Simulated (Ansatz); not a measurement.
# [CH3···H···N], quartet along the distance C1-H5

Starting geometry:

| atom | x (Å) | y (Å) | z (Å) |
| --- | --- | --- | --- |
| C | -1.1285 | 0.0000 | 0.0000 |
| H | -1.4917 | 1.0273 | 0.0000 |
| H | -1.4917 | -0.5137 | 0.8897 |
| H | -1.4917 | -0.5137 | -0.8897 |
| H | -0.0389 | 0.0000 | 0.0000 |
| N | 1.2925 | 0.0000 | 0.0000 |

From there H5 is moved from one fragment to the other while all else, the fragments' distance too, stays fixed; atoms are numbered as listed. Energies are in eV, counted from the starting geometry at the same level. Kohn–Sham curves are unrestricted where that lies lower.

Basis cc-pVDZ; Ansatz 0.2.0. Only valence electrons are correlated (noble-gas cores frozen). R marks a restricted (for open shells ROHF) determinant, U an unrestricted one.

In so small a basis the reference is far from its limit while semilocal and hybrid functionals are nearer theirs (RPA and double hybrids share much of the reference's basis error), so the functionals' errors here hold much of the reference's basis and frozen-core error, which can add to them or hide them.

Full CI isn't at hand for all of this; UCCSDT(Q) serves as the reference, and is uncertain by about the last step of the cluster series.

| distance C1-H5 (Å) | UCCSDT(Q) | PBE | revPBE | r2SCAN | PBE0 | B3LYP | CAM-B3LYP | wB97M-V | B2PLYP | RPA-PBE |
| --- | --- | --- | --- | --- | --- | --- | --- | --- | --- | --- |
| 1.013 | 0.024 | 0.141 | 0.137 | 0.103 | 0.089 | 0.088 | 0.069 | 0.053 | 0.053 | 0.060 |
| 1.090 | 0.000 | 0.000 | 0.000 | 0.000 | 0.000 | 0.000 | 0.000 | 0.000 | 0.000 | 0.000 |
| 1.131 | 0.067 | 0.001 | 0.003 | 0.022 | 0.028 | 0.027 | 0.038 | 0.046 | 0.047 | 0.045 |
| 1.173 | 0.168 | 0.037 | 0.040 | 0.078 | 0.088 | 0.085 | 0.108 | 0.123 | 0.125 | 0.122 |
| 1.214 | 0.284 | 0.097 | 0.101 | 0.155 | 0.166 | 0.162 | 0.193 | 0.214 | 0.218 | 0.216 |
| 1.256 | 0.409 | 0.176 | 0.180 | 0.248 | 0.258 | 0.251 | 0.289 | 0.316 | 0.322 | 0.323 |
| 1.298 | 0.535 | 0.272 | 0.276 | 0.352 | 0.358 | 0.349 | 0.390 | 0.421 | 0.429 | 0.438 |
| 1.339 | 0.660 | 0.386 | 0.388 | 0.466 | 0.467 | 0.456 | 0.497 | 0.532 | 0.540 | 0.560 |
| 1.381 | 0.801 | 0.530 | 0.530 | 0.604 | 0.600 | 0.586 | 0.624 | 0.664 | 0.669 | 0.705 |
